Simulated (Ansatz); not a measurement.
# Mg: from a trial structure to a relaxed crystal

Computed with DFT r2SCAN, scalar-relativistic, plane waves, PAW (Ansatz). Cutoff 500 eV, Γ-centred k mesh, Gaussian smearing, no spin polarisation in the final step.

Mg was placed on the trigonal selenium structure type (P3_121, No. 152), at a guessed volume.

```xyz
3
Lattice="4.1167 0.0000 0.0000 -2.0583 3.5651 0.0000 0.0000 0.0000 4.6705" Properties=species:S:1:pos:R:3 pbc="T T T"
Mg    0.9279    0.0000    1.5568
Mg   -0.4639    0.8036    3.1137
Mg    1.5944    2.7615    0.0000
```

Cell and atoms relax at zero pressure; the relaxation can't lower the symmetry of the start. After a coarse first stage the cell is made exact in the group found at 0.06 Å.

Energies count from the standard state of Mg at the same level.

Task: Describe the relaxed structure.

Result: It ends in Im-3m (No. 229). The result has the bcc structure. Conventional cell: a = 3.559 Å. Around Mg lie 8 Mg at 3.08 Å and 6 Mg at 3.56 Å.

```cif
data_structure
_symmetry_space_group_name_H-M 'Im-3m'
_symmetry_Int_Tables_number 229
_cell_length_a 3.5591
_cell_length_b 3.5591
_cell_length_c 3.5591
_cell_angle_alpha 90.000
_cell_angle_beta 90.000
_cell_angle_gamma 90.000
_cell_volume 45.08
loop_
_atom_site_label
_atom_site_type_symbol
_atom_site_symmetry_multiplicity
_atom_site_Wyckoff_symbol
_atom_site_fract_x
_atom_site_fract_y
_atom_site_fract_z
_atom_site_occupancy
Mg1 Mg 2 a 0.00000 0.00000 0.00000 1
```

Task: What are its volume, energy, density and gap?

Result: The volume per atom is 22.54 Å³, the density is 1.79 g/cm³ and the energy over the standard structure is 0.03 eV/atom. The gap on the 22×22×22 mesh is 0 eV (a metal).

The final run used a 22×22×22 mesh on its 1-atom cell and 0.10 eV smearing. For metals, differences of a few meV/atom aren't resolved. A structure relaxed within its symmetry needn't be a true minimum.